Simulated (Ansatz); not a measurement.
How close CCSD(T) comes to the exact answer in a basis

Each species is computed at the geometry given (Å), with frozen cores, in Ansatz 0.2.0: RHF-CCSD(T) for singlets, UHF-CCSD(T) otherwise, and full CI in the same basis. The program picks the determinant by trial CCSD, so it needn't be the lowest Hartree–Fock solution. States: H2O A', [BH2···H···H] A1, NS Π, [H···H···CH3] A', HAlMg A'. Cases whose determinant has another symmetry than full CI's state, or whose (Q) step broke down, weren't drawn.

Problem. Judging by size, spin and bonding and the diagnostics given, rank them by the size of CCSD(T)'s error in total energy against full CI in the same basis, smallest first (an estimate).
A. HAlMg, singlet, 6-31G: Al 0.000 -0.580 3.451; Mg 0.000 -0.391 -6.213; H 0.000 0.971 2.762. T1 0.014, (T) -8 meV in a correlation energy of -2.16 eV
B. NS, doublet, 6-31G: N 0.000 0.000 0.000; S 0.000 0.000 1.486. T1 0.085, (T) -123 meV in a correlation energy of -4.54 eV
C. H2O, singlet, 6-31G: O 0.000 -0.085 0.026; H 0.000 0.858 -1.205; H 0.000 0.498 0.788. T1 0.017, (T) -83 meV in a correlation energy of -4.67 eV
D. [H···H···CH3], doublet, 6-31G: H -2.105 0.000 0.000; H -1.083 0.000 0.000; C 0.214 0.000 0.000; H 0.214 -1.080 0.000; H 0.214 0.540 0.935; H 0.214 0.540 -0.935. T1 0.015, (T) -54 meV in a correlation energy of -3.49 eV
E. [BH2···H···H], doublet, 6-31G: B -0.151 0.000 0.000; H -0.748 1.034 0.000; H -0.748 -1.034 0.000; H 1.042 0.000 0.000; H 2.075 0.000 0.000. T1 0.008, (T) -26 meV in a correlation energy of -2.11 eV

Solution. A (4.7 meV), E (9.6 meV), D (13.9 meV), C (24.3 meV), B (63.4 meV).

```
               species  basis  correlated electrons  CCSD(T) − full CI (meV)  CCSDT(Q) − full CI (meV)  unpaired electrons (full CI)     T1  ⟨S²⟩ of the determinant
        HAlMg, singlet  6-31G                     6                      4.7                       0.5                          0.17  0.014                     0.00
[BH2···H···H], doublet  6-31G                     7                      9.6                       0.2                          1.01  0.008                     0.76
[H···H···CH3], doublet  6-31G                     9                     13.9                       0.1                          1.03  0.015                     0.80
          H2O, singlet  6-31G                     8                     24.3                      -1.8                          0.16  0.017                     0.00
           NS, doublet  6-31G                    11                     63.4                       2.0                          1.11  0.085                     1.16
```

Unpaired electrons are Σ n²(2−n)² over natural occupations; an open shell counts its own unpaired electrons too. Frozen cores follow each run's orbitals, which moves totals by a few meV.
